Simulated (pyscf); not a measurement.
PySCF, gas phase, ωB97X-D3(BJ)/def2-SVP geometries.

PBE/def2-TZVP puts the barrier of `[OH][PH][O][SiH3]` + `[H][H]` -> `[OH][PH][OH]` + `[SiH4]` (four-centre exchange; singlet surface; O–Si, H–H broken, H–O, H–Si formed) at 47.1 kcal/mol and the reaction energy at +14.6 kcal/mol, from the separated reactants. What do r²SCAN/def2-TZVP, B3LYP-D3(BJ)/def2-TZVP, ωB97M-D3(BJ)/def2-TZVP give on the same structures?

r²SCAN: ΔE‡ = 51.6 kcal/mol, ΔE = +18.0 kcal/mol; B3LYP-D3(BJ): ΔE‡ = 54.4 kcal/mol, ΔE = +18.9 kcal/mol; ωB97M-D3(BJ): ΔE‡ = 54.2 kcal/mol, ΔE = +18.0 kcal/mol. PBE's barrier lies under all of them, by 4.4 to 7.2 kcal/mol. Its reaction energy lies under all of them, by 3.4 to 4.2 kcal/mol. HO–PH–O–SiH₃ lies 16.1 kcal/mol over its isomer HO–SiH₂–O–PH₂, and others may lie lower still (electronic energy, ωB97M-D3(BJ)). This is the saddle that the search found; another between the same sides may lie lower.
